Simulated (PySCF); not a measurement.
# SiN: a base run and its variants

Base input, run as `OMP_NUM_THREADS=1 python input.py` with PySCF 2.14:

```python
from pyscf import gto, scf

mol = gto.M(
    atom='Si 0 0 0; N 0 0 1.434',
    basis='cc-pvdz',
    charge=0,
    spin=1,
    verbose=3,
)
mf = scf.ROHF(mol)
mf.kernel()
mf.analyze()
print('orbital energies (hartree):', mf.mo_energy[..., max(0, mol.nelec[1]-3):mol.nelec[0]+3].round(4))
```

Base result: E(SCF) = -343.236082 Eh, μz(SCF) = -1.64 D. The bond length is a typed value, not an optimised one. No search for the lowest solution was made.

Run time: 1.3 s on 1 thread of Arm Neoverse N1 (shared host), peak memory 0.12 GiB.

Each row names what differs from the base; energies in brackets are changes from the base.

```tsv
change	result	wall time (s)
PCM solvent, dielectric constant: none → 32.6	E(SCF) = -343.239514 Eh (-0.0934 eV), μz(SCF) = -2.17 D	2.5
electric field along z (a.u.): none → 0.2 [unsound on purpose] [may be another electronic state]	not converged: SCF	1.4
step after the SCF: analyze → gradient	E(SCF) = -343.236082 Eh (+0.0000 eV), μz(SCF) = -1.64 D, gradient on the second atom -0.1778 Eh/bohr	1.5
density fitting: none → cc-pvdz-jkfit	E(SCF) = -343.235930 Eh (+0.0041 eV), μz(SCF) = -1.64 D	1.2
Cartesian functions: off → on	E(SCF) = -343.236864 Eh (-0.0213 eV), μz(SCF) = -1.64 D	1.3
charge: 0 → 1; spin (2S): 1 → 0 [another spin of the ion may lie lower]	E(SCF) = -342.806095 Eh (+11.7006 eV)	1.2
density fitting: none → weigend [this fitting set is unfit for the basis or for exact exchange; a fit set errs by some meV]	E(SCF) = -341.455067 Eh (+48.4639 eV), μz(SCF) = -1.80 D	1.2
spin (2S): 1 → 23 [unsound on purpose]	stops with AssertionError	0.79
basis set: cc-pvdz → pcseg-1	E(SCF) = -343.198772 Eh (+1.0153 eV), μz(SCF) = -1.76 D	1.2
second-order solver: off → on	E(SCF) = -343.236082 Eh (+0.0000 eV), μz(SCF) = -1.64 D	1.2
basis set: cc-pvdz → 6-311g**	E(SCF) = -343.256195 Eh (-0.5473 eV), μz(SCF) = -1.76 D	1.3
length unit: angstrom → bohr [unsound on purpose]	E(SCF) = -340.013686 Eh (+87.6859 eV), μz(SCF) = 0.57 D	1.2
PCM solvent, dielectric constant: none → 2.27	E(SCF) = -343.237901 Eh (-0.0495 eV), μz(SCF) = -1.91 D	2.5
functional: none (Hartree–Fock) → m06l; SCF type: ROHF → ROKS	E(SCF) = -344.075954 Eh, μz(SCF) = -2.17 D	4.4
geometry: bond 1.434 → bond 2.151 [stretched restricted solution, likely unstable]	E(SCF) = -343.159294 Eh (+2.0895 eV), μz(SCF) = -3.82 D	1.2
damping: none → 0.8	stops with NotImplementedError (ROHF Fock-damping)	0.89
basis set: cc-pvdz → crenbl; core potential: off → on	E(SCF) = -13.249357 Eh, μz(SCF) = -1.92 D	0.94
basis set: cc-pvdz → 3-21g	E(SCF) = -341.398167 Eh (+50.0122 eV), μz(SCF) = -1.33 D	1.2
spin (2S): 1 → 3	not converged: SCF	1.4
spin (2S): 1 → 5 [a high spin state]	E(SCF) = -343.024793 Eh (+5.7495 eV), μz(SCF) = -0.51 D	1.2
smearing width (hartree): none → 0.2 [unsound on purpose] [smearing does not keep the typed spin]	E(SCF) = -342.116698 Eh (+30.4600 eV), μz(SCF) = -0.46 D	1.1
```

Order these changes by how far they move the SCF energy from the base, largest first: (1) Cartesian functions: off → on; (2) PCM solvent, dielectric constant: none → 2.27; (3) PCM solvent, dielectric constant: none → 32.6; (4) geometry: bond 1.434 → bond 2.151.

(4) +2.0895 eV, (3) -0.0934 eV, (2) -0.0495 eV, (1) -0.0213 eV.
